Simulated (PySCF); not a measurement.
How methods differ on the ionisation energy of Al

Al [Ne] 3s2 3p1 (2P) → Al+ [Ne] 3s2 (1S), as a difference of total energies. All numbers are calculated (PySCF 2.14, the non-relativistic Hamiltonian (point nucleus), in def2-TZVPPD (6s5p4d1f, 48 functions)). Correlated levels: valence: [Ne] frozen. The calculations carry no spin-orbit coupling.

```json
{"method": "UHF", "ionisation energy (eV)": "5.595", "plus first-order spin-orbit estimate": "5.603", "error of that sum (eV)": "-0.383"}
{"method": "MP2 (valence)", "ionisation energy (eV)": "5.812", "plus first-order spin-orbit estimate": "5.819", "error of that sum (eV)": "-0.167"}
{"method": "SCS-MP2 (valence)", "ionisation energy (eV)": "5.796", "plus first-order spin-orbit estimate": "5.804", "error of that sum (eV)": "-0.182"}
{"method": "CCSD (valence)", "ionisation energy (eV)": "5.904", "plus first-order spin-orbit estimate": "5.912", "error of that sum (eV)": "-0.074"}
{"method": "CCSD(T) (valence)", "ionisation energy (eV)": "5.935", "plus first-order spin-orbit estimate": "5.943", "error of that sum (eV)": "-0.043"}
{"method": "CCSDT (valence)", "ionisation energy (eV)": "5.948", "plus first-order spin-orbit estimate": "5.956", "error of that sum (eV)": "-0.030"}
```

Reference: 5.986 eV (measured; NIST Atomic Spectra Database, ionization energies).

A first-order spin-orbit estimate (lowest level to lowest level, LS coupling) adds 0.008 eV.

Errors of the correlated levels include the incompleteness of this basis and the frozen core.
